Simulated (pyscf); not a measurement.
# Routes from HO–GeH•–Cl + H₂

Candidate steps break at most two bonds and form at most two. Each was searched with GFN2-xTB (tblite) first. Single points on ωB97X-D3(BJ)/def2-SVP structures (PySCF, gas phase). Energies: ωB97M-D3(BJ)/def2-TZVP, eV, from the separated reactants, doublet surface; ΔG‡ with ideal gas, 1 atm, RRHO with modes under 100 cm⁻¹ raised to 100, one conformer, R ln 2 for chiral ones without a mode under 150 cm⁻¹.

```
products                         type   ΔE‡     ΔE  ΔG‡ 298 K  ΔG‡ 900 K  ν‡ (cm⁻¹)
---------------  --------------------  ----  -----  ---------  ---------  ---------
HO–GeH₂–Cl + H•  hydrogen abstraction  1.14  +0.98       1.38       2.07       838i
Cl–GeH₂• + H₂O   four-centre exchange  1.60  +0.24       1.98       2.79      1482i
```

Row 2: On the product side the descent ends in a complex (not fully relaxed), 0.18 eV under the separated species and 1.51 eV under the saddle at ωB97X-D3(BJ)/def2-TZVP. 

Plain bond fissions and candidates not yet searched are not listed, and one of them may be faster. Each barrier is that of the saddle found; lower ones may exist. Elements up to Kr have no core potential and no relativistic terms here.
